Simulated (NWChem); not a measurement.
System: tetrafluoroethylene (C₂F₄); SMILES FC(F)=C(F)F

Output (shortened):

```
             Northwest Computational Chemistry Package (NWChem) 7.3.0
             --------------------------------------------------------

 D2H symmetry detected

                             Geometry "geometry" -> ""
                             -------------------------

 Output coordinates in angstroms (scale by  1.889725989 to convert to a.u.)

  No.       Tag          Charge          X              Y              Z
 ---- ---------------- ---------- -------------- -------------- --------------
    1 F                    9.0000     1.09549600    -1.38069500     0.00000000
    2 C                    6.0000     0.00000000    -0.66467600     0.00000000
    3 F                    9.0000    -1.09549600    -1.38069500     0.00000000
    4 C                    6.0000     0.00000000     0.66467600     0.00000000
    5 F                    9.0000    -1.09549600     1.38069500     0.00000000
    6 F                    9.0000     1.09549600     1.38069500     0.00000000

 Effective nuclear repulsion energy (a.u.)     245.4220733944

      Symmetry information
      --------------------

 Group name             D2h
 Group number             26
 Group order               8
 No. of unique centers     2

                                Z-matrix (autoz)
                                --------

 Units are Angstrom for bonds and degrees for angles

      Type          Name      I     J     K     L     M      Value
      ----------- --------  ----- ----- ----- ----- ----- ----------
    1 Stretch                  1     2                       1.30874
    2 Stretch                  2     3                       1.30874
    3 Stretch                  2     4                       1.32935
    4 Stretch                  4     5                       1.30874
    5 Stretch                  4     6                       1.30874
    6 Bend                     1     2     3               113.66253
    7 Bend                     1     2     4               123.16873
    8 Bend                     2     4     5               123.16873
    9 Bend                     2     4     6               123.16873
   10 Bend                     3     2     4               123.16873
   11 Bend                     5     4     6               113.66253
   12 Torsion                  1     2     4     5         180.00000
   13 Torsion                  1     2     4     6           0.00000
   14 Torsion                  3     2     4     5           0.00000
   15 Torsion                  3     2     4     6         180.00000

  xc_inp: hfexch multiplicative factor not found.

                           NWChem Geometry Optimization
                           ----------------------------

[...]

      ----------------------
      Optimization converged
      ----------------------

  Step       Energy      Delta E   Gmax     Grms     Xrms     Xmax
  ---- ---------------- -------- -------- -------- -------- --------
@    4    -466.90673257 -2.3D-07  0.00000  0.00000  0.00044  0.00082
                                     ok       ok       ok       ok

                                Z-matrix (autoz)
                                --------

 Units are Angstrom for bonds and degrees for angles

[...]

 Rotational Constants
 --------------------
 A=   0.173976 cm-1  (  0.250307 K)
 B=   0.103987 cm-1  (  0.149611 K)
 C=   0.065085 cm-1  (  0.093641 K)

 Temperature                      =   298.15K
 frequency scaling parameter      =   1.0000

 Zero-Point correction to Energy  =   15.013 kcal/mol  (  0.023925 au)
 Thermal correction to Energy     =   18.239 kcal/mol  (  0.029065 au)
 Thermal correction to Enthalpy   =   18.831 kcal/mol  (  0.030009 au)

 Total Entropy                    =   71.400 cal/mol-K
   - Translational                =   39.700 cal/mol-K (mol. weight =  99.9936)
   - Rotational                   =   23.953 cal/mol-K (symmetry #  =        4)
   - Vibrational                  =    7.747 cal/mol-K

 Cv (constant volume heat capacity) =   16.559 cal/mol-K
   - Translational                  =    2.979 cal/mol-K
   - Rotational                     =    2.979 cal/mol-K
   - Vibrational                    =   10.600 cal/mol-K

[normal modes left out]

 ----------------------------------------------------------------------------
 Normal Eigenvalue ||           Projected Infra Red Intensities
  Mode   [cm**-1]  || [atomic units] [(debye/angs)**2] [(KM/mol)] [arbitrary]
 ------ ---------- || -------------- ----------------- ---------- -----------
    1       -0.000 ||    0.000000           0.000         0.000       0.000
    2       -0.000 ||    0.000000           0.000         0.000       0.000
    3       -0.000 ||    0.000000           0.000         0.000       0.000
    4        0.000 ||    0.000000           0.000         0.000       0.000
    5        0.000 ||    0.000000           0.000         0.000       0.000
    6        0.000 ||    0.000000           0.000         0.000       0.000
    7      190.678 ||    0.002805           0.065         2.735       2.209
    8      213.948 ||    0.000000           0.000         0.000       0.000
    9      384.952 ||    0.000000           0.000         0.000       0.000
   10      459.613 ||    0.010759           0.248        10.488       8.472
   11      537.320 ||    0.005723           0.132         5.579       4.507
   12      578.680 ||    0.000000           0.000         0.000       0.000
   13      585.078 ||    0.000000           0.000         0.000       0.000
   14      866.421 ||    0.000000           0.000         0.000       0.000
   15     1345.545 ||    0.139907           3.228       136.388     110.173
   16     1577.038 ||    0.069384           1.601        67.639      54.638
   17     1660.541 ||    0.000000           0.000         0.000       0.000
   18     2107.058 ||    0.000000           0.000         0.000       0.000
 ----------------------------------------------------------------------------
```

Level: Hartree-Fock/STO-3G. 

Task: Write an input that gives this output.

Result: One answer among several that fit: the input that was run:
```
start job
memory heap 200 mb stack 900 mb global 1100 mb
geometry units angstroms
  F      1.095496    -1.380695     0.000000
  C      0.000000    -0.664676     0.000000
  F     -1.095496    -1.380695     0.000000
  C      0.000000     0.664676     0.000000
  F     -1.095496     1.380695     0.000000
  F      1.095496     1.380695     0.000000
end
basis spherical
  * library sto-3g
end
dft
  xc hfexch
  iterations 150
end
driver
  maxiter 120
end
task dft optimize
task dft freq
```
